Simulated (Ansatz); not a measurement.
Task: a rigid torsion scan of C₃H₄O, SMILES C=C=CO, with the Ansatz DFT code, driven from Python. Give the script and its output. Use (for the species named): r2scan0, def2-SVP basis, multiplicity 1.

```yaml
atoms:
  - { symbol: C, position_ang: [-0.5770, 1.2919, -0.2947] }
  - { symbol: C, position_ang: [0.1096, 0.2885, -0.0941] }
  - { symbol: C, position_ang: [0.8141, -0.7517, 0.1064] }
  - { symbol: O, position_ang: [0.3253, -1.9152, 0.4810] }
  - { symbol: H, position_ang: [-1.0065, 1.5431, -1.3156] }
  - { symbol: H, position_ang: [-0.8509, 2.0439, 0.4963] }
  - { symbol: H, position_ang: [1.9493, -0.8004, 0.0428] }
  - { symbol: H, position_ang: [-0.6717, -1.7571, 0.5220] }
```

`run_torsion.py`:
```python
# -*- coding: utf-8 -*-
"""Energy of C3H4O as one group turns about a bond."""

import ansatz as az
from ase import Atoms

atoms = Atoms(["C", "C", "C", "O", "H", "H", "H", "H"], positions=[
    (-0.577, 1.2919, -0.2947),
    (0.1096, 0.2885, -0.0941),
    (0.8141, -0.7517, 0.1064),
    (0.3253, -1.9152, 0.481),
    (-1.0065, 1.5431, -1.3156),
    (-0.8509, 2.0439, 0.4963),
    (1.9493, -0.8004, 0.0428),
    (-0.6717, -1.7571, 0.522),
])

# relax first, so that the scan starts from a minimum
first = az.Crystal.molecule_from_ase(atoms).calculation()
first = first.basis(gaussian="def2-SVP")
first = first.functional("r2scan0")
first = first.accuracy("medium").relax(force_tolerance=0.02, max_steps=80)
atoms.positions = first.run().report["positions_ang"]

start = atoms.get_dihedral(1, 2, 3, 7)
energies = {}
for turn in range(0, 360, 30):
    turned = atoms.copy()
    turned.set_dihedral(1, 2, 3, 7, start + turn, indices=[3, 7])
    setup = az.Crystal.molecule_from_ase(turned).calculation()
    setup = setup.basis(gaussian="def2-SVP")
    setup = setup.functional("r2scan0")
    setup = setup.accuracy("medium")
    energies[round((start + turn) % 360)] = setup.run().report["free_energy_ev"]
floor = min(energies.values())
print("dihedral C1-C2-O3-H7 (deg)   E - E(min) (kJ/mol)")
for angle, e in sorted(energies.items()):
    print(f"{angle:8d} {96.485332 * (e - floor):14.3f}  " + "#" * int(30 * (e - floor) / max(max(energies.values()) - floor, 1e-9)))
```

```console
$ python run_torsion.py
dihedral C1-C2-O3-H7 (deg)   E - E(min) (kJ/mol)
      30          6.546  #######
      60         18.996  ######################
      90         25.034  #############################
     120         21.809  ##########################
     150         16.519  ###################
     180         14.541  #################
     210         16.519  ###################
     240         21.810  ##########################
     270         25.035  ##############################
     300         18.998  ######################
     330          6.548  #######
     360          0.000
```

Notes:
- These settings explore the input space; basis and method may be short of convergence.
- The scan is rigid and the energies are electronic, in a modest basis. With rigid groups the curve can differ much from the relaxed path, the start wasn't checked as a minimum of this torsion, and equivalent turns needn't return to the same energy.
- Hardware and time: 64 s on 1 thread of Intel(R) Xeon(R) Platinum 8488C (Sapphire Rapids) (shared host), peak memory 0.23 GiB.

(A comment or docstring line of the script was reworded after the run, the code is as it ran; lines on the test bed's own set-up are left out of the output.)
